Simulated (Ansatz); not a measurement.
Steps of a relaxation of `O=[P]` radical with UKS PBE-D4/def2-SVP.

```sh
$ ansatz run in.yaml --threads 2 --pin off --events-out ev --progress --plain --max-ram 32768MiB --backend cpu
```

```yaml
crystal:
  periodic: [false, false, false]
  atoms:
    - {symbol: O, position_ang: [0.000000, 0.000000, 0.000000]}
    - {symbol: P, position_ang: [0.000000, 0.000000, 1.455090]}
basis:
  gaussian: {orbitals: def2-SVP}
magnetization: {spin_polarized: true, initial_magnetization: 1}
hamiltonian: {xc: pbe, dispersion: d4}
relax: {f_tol: 0.03, max_steps: 200}
```

Positions (Å) and forces (eV/Å) along the path, 5 of 5 steps:

```xyz
2
step=1 energy=-11323.5057 eV
O     0.000    0.000    0.000    0.000    0.000   -4.017
P     0.000    0.000    1.455    0.000    0.000    4.017
2
step=2 energy=-11323.5934 eV
O     0.000    0.000   -0.015    0.000    0.000   -1.893
P     0.000    0.000    1.470    0.000    0.000    1.893
2
step=3 energy=-11323.6222 eV
O     0.000    0.000   -0.029    0.000    0.000   -0.212
P     0.000    0.000    1.484    0.000    0.000    0.212
2
step=4 energy=-11323.6226 eV
O     0.000    0.000   -0.031    0.000    0.000    0.039
P     0.000    0.000    1.486    0.000    0.000   -0.039
2
step=5 energy=-11323.6227 eV
O     0.000    0.000   -0.031    0.000    0.000    0.000
P     0.000    0.000    1.486    0.000    0.000    0.000
```

Hardware: 2 threads of an AMD EPYC 7R13 on a shared host. Wall time 2.8 s, peak host memory 0.19 GiB.
